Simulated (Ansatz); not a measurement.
Dissociation curve of NH, triplet.

- UKS-PBE = unrestricted PBE/def2-TZVP in Ansatz (a quantum-chemistry and plane-wave program)
- UKS-PBE0 = unrestricted PBE0/def2-TZVP in Ansatz
- FCI = Ansatz with full CI/def2-TZVP, frozen core

Energies relative to the lowest point of each curve near equilibrium, in mEh; the last columns give the error against full CI:

```tsv
R / Å	UKS-PBE	UKS-PBE0	FCI	UKS-PBE − FCI	UKS-PBE0 − FCI
0.84	46.5	43.6	44.1	2.5	-0.5
0.90	20.6	18.4	18.8	1.7	-0.4
0.94	10.1	8.5	8.9	1.2	-0.3
0.99	2.7	1.9	2.1	0.6	-0.2
1.01	1.1	0.6	0.8	0.4	-0.1
1.04	0.0	0.0	0.0	0.0	0.0
1.09	0.7	1.6	1.3	-0.6	0.3
1.15	4.9	6.7	6.0	-1.1	0.7
1.20	10.2	12.9	11.7	-1.5	1.2
1.28	20.9	25.0	22.9	-1.9	2.2
1.42	42.9	49.3	44.6	-1.7	4.7
1.55	63.7	71.8	64.0	-0.2	7.8
1.73	89.9	97.5	86.3	3.6	11.2
1.87	105.9	110.7	99.0	6.9	11.7
2.07	120.9	121.9	110.8	10.1	11.1
2.26	128.9	127.4	116.9	12.0	10.6
2.55	134.9	131.5	121.0	13.8	10.4
2.85	137.5	133.1	122.5	14.9	10.6
3.13	138.5	133.8	123.0	15.5	10.7
3.65	139.2	134.2	123.3	15.9	10.9
4.11	139.4	134.3	123.4	16.0	10.9
```

UKS-PBE is furthest from FCI at 4.11 (16.0 mEh, above); its mean absolute error over the points is 5.8 mEh.

UKS-PBE0 is furthest from FCI at 1.87 (11.7 mEh, above); its mean absolute error over the points is 5.6 mEh.

The unrestricted determinant behind UKS-PBE, UKS-PBE0 is spin-contaminated at 1.73 to 4.11 Å (<S²> up to 3.0, against 2.00 for a pure triplet).
